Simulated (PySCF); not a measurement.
How the method moves the HOMO and LUMO of acetyl fluoride

Compound: acetyl fluoride, C2H3FO.
Geometry (PBE0-D3(BJ)/def2-SVP, Å), atoms numbered from 1 in this order:
```xyz
7
C2H3FO angstrom
C     -0.6385   -0.0712   -0.1213
C      0.8356   -0.0390    0.1041
O      1.6403   -0.8657   -0.1543
F      1.2071    1.1257    0.6632
H     -1.1682    0.2082    0.8002
H     -0.9443   -1.0677   -0.4577
H     -0.9003    0.6758   -0.8862
```

Basis pcSseg-2 throughout (PySCF), one geometry. Isolated species at its PBE0-D3(BJ)/def2-SVP geometry, gas phase.

**Question.** How do the orbital energies, the gap and the dipole change with the method?

**Answer.** 
```tsv
method	kind	HOMO (eV)	LUMO (eV)	gap (eV)	μ (D)	SCF cycles
BLYP	GGA	-7.22	-1.55	5.67	2.90	15
OPBE	GGA	-7.23	-1.49	5.74	2.84	16
PBE	GGA	-7.29	-1.63	5.66	2.88	15
B97-D	GGA	-7.32	-1.54	5.78	2.90	15
BP86	GGA	-7.40	-1.71	5.68	2.90	15
KT2	GGA	-7.45	-1.54	5.90	2.92	16
KT3	GGA	-7.47	-1.56	5.90	2.88	16
LDA	LDA	-7.49	-1.90	5.60	2.98	15
B3LYP	global hybrid	-8.77	-0.78	7.99	3.01	14
PBE0	global hybrid	-9.02	-0.45	8.56	3.01	14
mPW1PW91	global hybrid	-9.05	-0.48	8.57	3.02	14
HF	Hartree–Fock	-13.36	2.44	15.80	3.33	11
```

The HOMO spans 6.14 eV, from BLYP down to HF, and the gap runs from 5.60 eV (LDA) to 15.80 eV (HF). Over the methods BLYP (0 %), OPBE (0 %), PBE (0 %), B97-D (0 %), BP86 (0 %), KT2 (0 %), KT3 (0 %), LDA (0 %), B3LYP (20 %), PBE0 (25 %), mPW1PW91 (25 %), HF (100 %), a straight line through the gap against the share of exact exchange rises by 1.01 eV for each 10 % (correlation coefficient 0.999). The dipole ranges from 2.84 D (OPBE) to 3.33 D (HF). This basis has no diffuse functions.
